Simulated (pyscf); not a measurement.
Single points on ωB97X-D3(BJ)/def2-SVP structures (PySCF, gas phase). MP2 and CC: frozen core, UHF for open shells. ΔMP2 is the change of the MP2 total energy from the triple- to the quadruple-zeta basis.

Problem. HO–Si(OH)(OH)–F (SMILES O[Si](O)(O)F) → H₂O (SMILES O) + O=Si(OH)–F (SMILES O=[Si](O)F)
Surface: singlet. Broken: O–Si, H–O. Formed: H–O. Give ΔE‡ and ΔE from CCSD(T)/def2-TZVPP + ΔMP2(QZVPP), relative to the reactant's lowest minimum found.

Solution. ΔE‡ = 2.35 eV, ΔE = +3.34 eV. Zero-point energy shifts the barrier by -0.04 eV. It is an elimination, with an imaginary mode of 798i cm⁻¹. On the product side the descent ends in an adduct with a O–Si contact, 1.25 eV under the separated species and 0.16 eV under the saddle at ωB97X-D3(BJ)/def2-TZVP. At CCSD(T) the saddle lies under the separated products, which points to a path from their complex (located at ωB97X-D3(BJ) alone), and parting the products costs more than the saddle. What is counted as broken (O–Si) persists as a longer contact in the product adduct; parting that adduct is a step of its own. This is the saddle that the search found; another between the same sides may lie lower. The CCSD(T) − MP2 part came from Ansatz, without density fitting, on the same reference.
